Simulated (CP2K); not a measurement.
# One shape, several levels: triplet Si2H6

Aim: a comparison of 4 runs (UHF/STO-3G, UHF/3-21G, AM1, PM6) of triplet Si2H6. 

The calculation is run with CP2K 2026.2.

4 further runs of the same task are left out: 2 that didn't finish, 2 set aside as unsound or not needed.

## Step 1: The molecule

The species is Si2H6 (8 atoms), meant as a triplet with charge 0. As SMILES of the parent species, `[SiH3][SiH3]`. The shape is that of a PBE0-D4/def2-TZVP optimisation. That shape belongs to the parent species and isn't relaxed for this state.

Bond lengths: Si1–Si2 2.338 Å, Si1–H3 1.488 Å, Si1–H4 1.488 Å, Si1–H5 1.488 Å, Si2–H6 1.488 Å, Si2–H7 1.488 Å, Si2–H8 1.488 Å. Some angles: Si1–Si2–H6 110.3°, Si1–Si2–H7 110.3°, Si1–Si2–H8 110.3°, Si2–Si1–H3 110.3°, Si2–Si1–H4 110.3°, Si2–Si1–H5 110.3°, H6–Si2–H7 108.7°, H6–Si2–H8 108.7°, H7–Si2–H8 108.7°, H3–Si1–H4 108.7°.

## Step 2: The energy at UHF/STO-3G (run 1)

File calc.inp:

```
&GLOBAL
  PROJECT calc
  RUN_TYPE ENERGY
  PRINT_LEVEL MEDIUM
&END GLOBAL

&FORCE_EVAL
  METHOD QUICKSTEP
  &DFT
    BASIS_SET_FILE_NAME ./sto_3g.basis
    POTENTIAL_FILE_NAME POTENTIAL
    MULTIPLICITY 3
    LSD T
    &QS
      METHOD GAPW
      EPS_DEFAULT 1.0E-10
    &END QS
    # real-space grids
    &MGRID
      CUTOFF 280
      REL_CUTOFF 50
      NGRIDS 4
    &END MGRID
    &POISSON
      PERIODIC NONE
      POISSON_SOLVER MULTIPOLE
    &END POISSON
    &SCF
      SCF_GUESS ATOMIC
      EPS_SCF 1.0E-06
      MAX_SCF 40
      &OT
        MINIMIZER DIIS
        PRECONDITIONER FULL_ALL
      &END OT
      &OUTER_SCF
        EPS_SCF 1.0E-06
        MAX_SCF 10
      &END OUTER_SCF
    &END SCF
    &XC
      &XC_FUNCTIONAL NONE
      &END XC_FUNCTIONAL
      &HF
        FRACTION 1
        &SCREENING
          EPS_SCHWARZ 1.0E-10
        &END SCREENING
        &MEMORY
          MAX_MEMORY 1050
        &END MEMORY
      &END HF
    &END XC
    # extra output
    &PRINT
      &MOMENTS
        PERIODIC F
        REFERENCE COM
        MAX_MOMENT 1
      &END MOMENTS
      &MO_CUBES
        NLUMO 1
        NHOMO -1
        WRITE_CUBE F
      &END MO_CUBES
      &LOWDIN ON
      &END LOWDIN
      &HIRSHFELD OFF
      &END HIRSHFELD
    &END PRINT
  &END DFT
  # structure
  &SUBSYS
    # box in angstrom
    &CELL
      ABC 9.4 10.3 10.6
      PERIODIC NONE
    &END CELL
    &COORD
      UNIT bohr
      Si    -0.6434517     0.9263437    -1.8989858
      Si     0.6869154    -0.9531779     1.8727186
      H      1.5758426     1.7918383    -3.3918694
      H     -2.1030762    -0.9144385    -3.4428920
      H     -2.2827892     3.1446932    -1.3566344
      H      2.1523981     0.8855257     3.4134123
      H      2.3207727    -3.1756848     1.3303672
      H     -1.5325679    -1.8126253     3.3686258
    &END COORD
    &TOPOLOGY
      &CENTER_COORDINATES
      &END CENTER_COORDINATES
    &END TOPOLOGY
    &KIND Si
      BASIS_SET STO-3G
      POTENTIAL ALL
      LEBEDEV_GRID 194
      RADIAL_GRID 100
    &END KIND
    &KIND H
      BASIS_SET STO-3G
      POTENTIAL ALL
      LEBEDEV_GRID 194
      RADIAL_GRID 100
    &END KIND
  &END SUBSYS
&END FORCE_EVAL
```

Launch:

```bash
$ OMP_NUM_THREADS=1 cp2k.psmp -i calc.inp > calc.out 2>&1
```

The log of the run:

```text
CP2K| version string:                                       CP2K version 2026.2
[...]
 GLOBAL| Method name                                                        CP2K
[...]
 GLOBAL| Run type                                                         ENERGY
[...]
 DFT| Spin unrestricted (spin-polarized) Kohn-Sham calculation               UKS
 DFT| Multiplicity                                                             3
[...]
 DFT| Charge                                                                   0
[...]
 QS| Method:                                                                GAPW
[...]
 QS| Density cutoff [a.u.]:                                                140.0
[...]
 QS| Relative density cutoff [a.u.]:                                        25.0
[...]
                             - Atoms:                                          8
[...]
                             - Spherical basis functions:                     24
[...]
 Number of electrons:                                                         18
[...]
     1 OT DIIS     0.15E+00    0.6     0.39538718      -545.1278920518 -5.45E+02
[...]
    30 OT DIIS     0.15E+00    0.4     0.00000083      -574.3491496474 -1.97E-10
  *** SCF run converged in    30 steps ***
[...]
  Overlap energy of the core charge distribution:               0.00000017976546
  Self energy of the core charge distribution:               -259.78365824267144
  Core Hamiltonian energy:                                   -310.93707563465563
  Hartree energy:                                              51.42889883276419
  Exchange-correlation energy:                                  0.00000000000000
  Hartree-Fock Exchange energy:                               -43.13812020645811
[...]
  Dipole moment [Debye]
    X= -0.1176644E-03 Y=  0.1705707E-03 Z=  0.1358517E-03  Total=      0.0002478
[...]
 HOMO - LUMO gap [eV] :   12.191951
 ENERGY| Total FORCE_EVAL ( QS ) energy [hartree]           -574.349149647427907
[...]
```

Run time: 30 s. Hardware: 1 thread of Arm Neoverse V1, shared host; peak memory 0.54 GiB.

## Step 3: A single-point energy at UHF/3-21G (run 2)

File molecule.xyz:

```xyz
8

Si    -0.340500     0.490200    -1.004900
Si     0.363500    -0.504400     0.991000
H      0.833900     0.948200    -1.794900
H     -1.112900    -0.483900    -1.821900
H     -1.208000     1.664100    -0.717900
H      1.139000     0.468600     1.806300
H      1.228100    -1.680500     0.704000
H     -0.811000    -0.959200     1.782600
```

File gas.inp:

```
&GLOBAL
  PROJECT gas
  RUN_TYPE ENERGY
  PRINT_LEVEL MEDIUM
&END GLOBAL

&FORCE_EVAL
  METHOD QS
  &DFT
    BASIS_SET_FILE_NAME ./3_21g.basis
    POTENTIAL_FILE_NAME POTENTIAL
    CHARGE 0
    MULTIPLICITY 3
    UKS T
    &QS
      METHOD GAPW
      EPS_DEFAULT 1.0E-10
    &END QS
    ! plane-wave cutoff in Ry
    &MGRID
      CUTOFF 280
      REL_CUTOFF 50
      NGRIDS 4
    &END MGRID
    ! isolated system
    &POISSON
      PERIODIC NONE
      POISSON_SOLVER MULTIPOLE
    &END POISSON
    &SCF
      SCF_GUESS ATOMIC
      EPS_SCF 1.0E-06
      MAX_SCF 40
      &OT ON
        MINIMIZER CG
        PRECONDITIONER FULL_ALL
      &END OT
      &OUTER_SCF
        EPS_SCF 1.0E-06
        MAX_SCF 10
      &END OUTER_SCF
    &END SCF
    &XC
      &XC_FUNCTIONAL NONE
      &END XC_FUNCTIONAL
      ! exact exchange
      &HF
        FRACTION 1
        &SCREENING
          EPS_SCHWARZ 1.0E-10
          SCREEN_ON_INITIAL_P F
        &END SCREENING
        &INTERACTION_POTENTIAL
          POTENTIAL_TYPE COULOMB
        &END INTERACTION_POTENTIAL
        &MEMORY
          MAX_MEMORY 1050
        &END MEMORY
      &END HF
    &END XC
    &PRINT
      &MOMENTS
        PERIODIC F
        REFERENCE COM
        MAX_MOMENT 1
      &END MOMENTS
      &MO_CUBES
        NLUMO 5
        NHOMO -1
        WRITE_CUBE F
      &END MO_CUBES
      &LOWDIN ON
      &END LOWDIN
      &HIRSHFELD OFF
      &END HIRSHFELD
    &END PRINT
  &END DFT
  &SUBSYS
    &CELL
      ABC [angstrom] 9.4 10.3 10.6
      PERIODIC NONE
    &END CELL
    &TOPOLOGY
      COORD_FILE_NAME molecule.xyz
      COORD_FILE_FORMAT XYZ
      &CENTER_COORDINATES
      &END CENTER_COORDINATES
    &END TOPOLOGY
    &KIND Si
      BASIS_SET 3-21G
      POTENTIAL ALL
      LEBEDEV_GRID 194
      RADIAL_GRID 100
    &END KIND
    &KIND H
      BASIS_SET 3-21G
      POTENTIAL ALL
      LEBEDEV_GRID 194
      RADIAL_GRID 100
    &END KIND
  &END SUBSYS
&END FORCE_EVAL
```

Launch:

```bash
$ OMP_NUM_THREADS=1 cp2k.psmp -i gas.inp > gas.out 2>&1
```

The log of the run:

```text
CP2K| version string:                                       CP2K version 2026.2
[...]
 GLOBAL| Method name                                                        CP2K
[...]
 GLOBAL| Run type                                                         ENERGY
[...]
 DFT| Spin unrestricted (spin-polarized) Kohn-Sham calculation               UKS
 DFT| Multiplicity                                                             3
[...]
 DFT| Charge                                                                   0
[...]
 QS| Method:                                                                GAPW
[...]
 QS| Density cutoff [a.u.]:                                                140.0
[...]
 QS| Relative density cutoff [a.u.]:                                        25.0
[...]
                             - Atoms:                                          8
[...]
                             - Spherical basis functions:                     38
[...]
 Number of electrons:                                                         18
[...]
     1 OT CG       0.15E+00    0.6     0.22101321      -561.9360477047 -5.62E+02
[...]
    20 OT CG       0.84E+00    0.4     0.00000090      -577.9706707405 -5.12E-10
  *** SCF run converged in    20 steps ***
[...]
  Overlap energy of the core charge distribution:               0.00000017976547
  Self energy of the core charge distribution:               -259.78365824267144
  Core Hamiltonian energy:                                   -317.61647673635838
  Hartree energy:                                              70.14632967706353
  Exchange-correlation energy:                                  0.00000000000000
  Hartree-Fock Exchange energy:                               -42.70256833043553
[...]
  Dipole moment [Debye]
    X= -0.1410567E-03 Y=  0.1460571E-03 Z=  0.9298027E-04  Total=      0.0002233
[...]
 WARNING : did not converge in ot_eigensolver
 number of iterations          299  exceeded maximum
 current gradient / target gradient   2.5839908625553173E-005  /    1.0000000000000001E-005
[...]
 HOMO - LUMO gap [eV] :   10.129570
 ENERGY| Total FORCE_EVAL ( QS ) energy [hartree]           -577.970670740460150
[...]
```

Run time: 43 s. Hardware: 1 thread of Arm Neoverse V1, shared host; peak memory 0.54 GiB.

Run 3 isn't shown in full; the table further down has it.

## Step 4: A single-point energy at PM6 (run 4)

File molecule.pdb:

```
HETATM    1 Si   MOL A   1      -0.340   0.490  -1.005  1.00  0.00          SI
HETATM    2 Si   MOL A   1       0.364  -0.504   0.991  1.00  0.00          SI
HETATM    3 H    MOL A   1       0.834   0.948  -1.795  1.00  0.00           H
HETATM    4 H    MOL A   1      -1.113  -0.484  -1.822  1.00  0.00           H
HETATM    5 H    MOL A   1      -1.208   1.664  -0.718  1.00  0.00           H
HETATM    6 H    MOL A   1       1.139   0.469   1.806  1.00  0.00           H
HETATM    7 H    MOL A   1       1.228  -1.680   0.704  1.00  0.00           H
HETATM    8 H    MOL A   1      -0.811  -0.959   1.783  1.00  0.00           H
END
```

File job.inp:

```
&GLOBAL
  PROJECT job
  RUN_TYPE ENERGY
  PRINT_LEVEL MEDIUM
&END
&FORCE_EVAL
  METHOD QS
  &DFT
    MULTIPLICITY 3
    LSD T
    &QS
      METHOD PM6
      EPS_DEFAULT 1.0E-10
      &SE
        &COULOMB
          CUTOFF [angstrom] 50
          RC_RANGE [angstrom] 0
        &END
        &EXCHANGE
          CUTOFF [angstrom] 50
          RC_RANGE [angstrom] 0
        &END
      &END
    &END
    &POISSON
      PERIODIC NONE
      POISSON_SOLVER ANALYTIC
    &END
    &SCF
      SCF_GUESS ATOMIC
      EPS_SCF 1.0E-07
      MAX_SCF 150
      ADDED_MOS 4
      &DIAGONALIZATION
        ALGORITHM STANDARD
      &END
      &MIXING
        METHOD DIRECT_P_MIXING
        ALPHA 0.4
      &END
    &END
    &PRINT
      &MOMENTS
        PERIODIC F
        REFERENCE COM
        MAX_MOMENT 1
      &END
      &MO ON
        ENERGIES T
        OCCUPATION_NUMBERS T
        NDIGITS 6
        &EACH
          QS_SCF 0
        &END
        ADD_LAST NUMERIC
      &END
      &HIRSHFELD OFF
      &END
    &END
  &END
  &SUBSYS
    &CELL
      ABC 18.4 19.3 19.6
      PERIODIC NONE
    &END
    &TOPOLOGY
      COORD_FILE_NAME molecule.pdb
      COORD_FILE_FORMAT PDB
      CONN_FILE_FORMAT OFF
      &CENTER_COORDINATES
      &END
    &END
  &END
&END
```

Launch:

```bash
$ OMP_NUM_THREADS=1 cp2k.psmp -i job.inp -o job.out
```

The log of the run:

```text
CP2K| version string:                                       CP2K version 2026.2
[...]
 GLOBAL| Method name                                                        CP2K
[...]
 GLOBAL| Run type                                                         ENERGY
[...]
                             - Atoms:                                          8
[...]
                             - Spherical basis functions:                     24
[...]
 Number of electrons:                                                          8
[...]
     1 P_Mix/Diag. 0.40E+00    0.0     0.36593846        -5.1211337150 -5.12E+00
[...]
    32 DIIS/Diag.  0.17E-07    0.0     0.00000006        -8.1969809900  7.11E-15
  *** SCF run converged in    32 steps ***
  Core-core repulsion energy [eV]:                            386.30011649159422
  Core Hamiltonian energy [eV]:                              -306.86207279427668
  Two-electron integral energy [eV]:                         -604.97847976055766
  Electronic energy [eV]:                                    -609.35131267455552
  Total energy [eV]:                                         -223.05119618296129
  Atomic reference energy [eV]:                               227.29489105265333
  Heat of formation [kcal/mol]:                                97.86193628010089
[...]
 SE_DIPOLE| Moment [Debye]         -0.00074528       0.00005018      -0.00058959
 SE_DIPOLE| Derivative [a.u.]       0.00000000       0.00000000       0.00000000
 ENERGY| Total FORCE_EVAL ( QS ) energy [hartree]             -8.196980989969735
[...]
```

It took 0.34 s on 1 thread of Arm Neoverse V1, shared host.

## Step 5: Overview of the runs

| run | level | ot minimizer | virtuals after ot | energy (Eh) | dipole moment (D) | HOMO energy (eV) | LUMO energy (eV) | wall time |
| --- | --- | --- | --- | --- | --- | --- | --- | --- |
| 1 | UHF/STO-3G | DIIS | 1 | -574.349150 | 0.00 | 0.36 | 1.65 | 30 s |
| 2 | UHF/3-21G | CG | 5 | -577.970671 | 0.00 | -3.39 | -2.72 | 43 s |
| 3 | AM1 | CG | 1 | -9.056703 | 0.00 | – | – | 0.99 s |
| 4 | PM6 | – | – | -8.196981 | 0.00 | -5.89 | -3.93 | 0.34 s |

## Step 6: Summary of results

| quantity | value |
| --- | --- |
| run 4: total energy | -8.19698 Eh |
| run 4: dipole moment | 0.00 D |
| run 4: HOMO energy (highest over α and β) | -5.89 eV |
| run 4: LUMO energy (lowest over α and β) | -3.93 eV |
| run 4: heat of formation | 97.9 kcal/mol |

**Reading.** In run 1 the basis is minimal, so the values are rough. Force-field and semi-empirical energies have zeros of their own, so their totals don't compare. All runs together took 75 s, the longest 43 s.
